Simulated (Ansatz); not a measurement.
**CHNa (singlet): wave-function methods side by side at angle Na2–C1–H3 = 122.3°, cc-pVDZ**

The task here is to estimate one member of a computed series from the others.

Computed with Ansatz 0.2.0, Gaussian basis. Level: cc-pVDZ, core rule «outside noble gas», up to 6 orbitals frozen.

Plan: UHF; CCSD(T) on RHF; CCSD(T) on UHF; BCCD(T) on RHF; CISD; CCSDT(Q) on RHF; CCSDT(Q) on UHF; CCSDTQ on RHF; CASSCF and MRCISD+Q, 2 electrons in 2 orbitals; CASSCF and NEVPT2, 2 electrons in 2 orbitals.

33 further runs of the same task are left out: 16 for a known fault of the program, 13 that didn't finish, 4 set aside as unsound or not needed. Runs told in other sessions of the task aren't counted.

**The geometry**

The geometry derives from a PBE0/def2-TZVP stationary point (not a proven minimum). One angle is set to the value named; bond lengths are kept.

3 atoms, charge 0, spin multiplicity 1.

Atoms are counted from 1 here; the program's logs count them from 0.

Bond lengths: C1–Na2 2.359 Å, C1–H3 1.119 Å. Angles: Na2–C1–H3 122.3°.

Set-up of the first run:

The input, in.yaml:

```yaml
crystal:
  periodic: [false, false, false]
  atoms:
    - {symbol: C, position_ang: [0.000000, 0.006088, 1.489715]}
    - {symbol: Na, position_ang: [0.000000, -0.045475, -0.868895]}
    - {symbol: H, position_ang: [0.000000, 0.964678, 2.066779]}
basis:
  gaussian: {orbitals: cc-pVDZ}
magnetization: {spin_polarized: true, initial_magnetization: 0}
hamiltonian: {xc: hf}
output: {orbitals: {seedname: orbitals}}
```

The run is started by

```
> ansatz run in.yaml --threads 1 --pin off --events-out ev --progress --plain --max-ram 2393MiB
```

Among the steps run: UHF; CCSD(T) on RHF; CCSD(T) on UHF; BCCD(T) on RHF; CISD; CCSDT(Q) on RHF; CCSDT(Q) on UHF; CCSDTQ on RHF; CASSCF and MRCISD+Q, 2 electrons in 2 orbitals; CASSCF and NEVPT2, 2 electrons in 2 orbitals.

One table of the session follows, with a row left open; its other results are not shown here.

```
       method  from RCCSDTQ (kcal/mol)
          RHF                   +95.52
         RMP2                   +21.73
         CISD                    +9.95
        RCCSD                    +5.06
     RCCSD(T)                    +1.69
      BCCD(T)                    +1.78
       RCCSDT                        ?
    RCCSDT(Q)                    +0.07
      RCCSDTQ                        0
  CASSCF pair                   +81.28
  NEVPT2 pair                   +19.36
  MRCISD pair                    +7.29
MRCISD+Q pair                    +1.65
```

Q: Estimate the row for RCCSDT from the others.

As computed: from RCCSDTQ (kcal/mol): +0.60. In the column «from RCCSDTQ (kcal/mol)» it lies between RCCSDT(Q) (+0.07) and MRCISD+Q pair (+1.65).

Left out of the table: UHF, UMP2, UCCSD, UCCSD(T), UCCSDT, UCCSDT(Q) (another determinant or state than the rows shown). UCCSDT(Q) lies 0.99 eV below the table's zero, so the state tabled may not be the lowest.
